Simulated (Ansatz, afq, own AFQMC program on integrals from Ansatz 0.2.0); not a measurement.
Where AFQMC and coupled cluster stand for CH3N2, doublet

```xyz
6

N    -1.8617   -0.0132   -0.0206
H    -2.1589    0.9546   -0.0206
H    -2.1589   -0.4155    0.8596
H    -0.7067   -0.0132   -0.0206
N     1.7324   -0.0132   -0.0206
C     0.5723   -0.0132   -0.0206
```

Connectivity, by distances: NH2 ··· N–C, 1 bridging H.

Basis cc-pVDZ. Only valence electrons are correlated. Integrals, coupled cluster, full CI and functionals: Ansatz 0.2.0; the random walks run on the same integrals in our own AFQMC program. ph-AFQMC/CISD is guided by a CISD state made of CCSD amplitudes; releasing the constraint for a short imaginary time cuts its bias at the price of noise, slowly where states lie close. Uncertainties: one standard error, sampling alone.

Determinant: UHF, the one that the program's search chose, which needn't be the lowest solution. The geometry is a point of a scan.

No full CI on the walks' own integrals is used here; CCSDT(Q) serves as the reference and is uncertain by about the last step of the cluster series.

Cautions: unrestricted determinant spin contaminated (⟨S²⟩ 0.87 against 0.75).

```
T1 diagnostic                               : 0.0366
weight of the determinant in the CISD state : 0.805
⟨S²⟩ of the determinant                     : 0.872
size of the correlated space                : 17 electrons in 54 orbitals
```

```json
{"level": "MP2", "correlation energy (eV)": "-11.9867"}
{"level": "CCSD", "correlation energy (eV)": "-12.9146"}
{"level": "CCSD(T)", "correlation energy (eV)": "-13.3972"}
```

**Question.** Estimate where phaseless AFQMC with a CISD trial lies against CCSD(T) on the same integrals.

**Answer.** 2.21 ± 0.24 mEh below CCSD(T).

Reference: CCSDT(Q), correlation energy -13.483 eV. The released energy is read at 1.50 1/Eh (meV from the phaseless value at times in 1/Eh: -5 ± 11 at 0.24, -26 ± 8 at 0.51, -30 ± 6 at 0.99, -26 ± 9 at 1.50).

```
         level  E − E(reference) (mEh)  share of correlation (%)
       CCSD(T)                    3.15                     99.36
         CCSDT                    2.05                     99.59
 ph-AFQMC/CISD             0.94 ± 0.24                     99.81
released AFQMC            -0.03 ± 0.34                    100.01
```

A walk keeps the symmetry of its determinant, which the program's search chose and which needn't be the lowest solution, so a lower state of the same spin and another symmetry isn't excluded. Released energies are given only where the last usable release times agree within the noise; a slower fall can still hide under it.
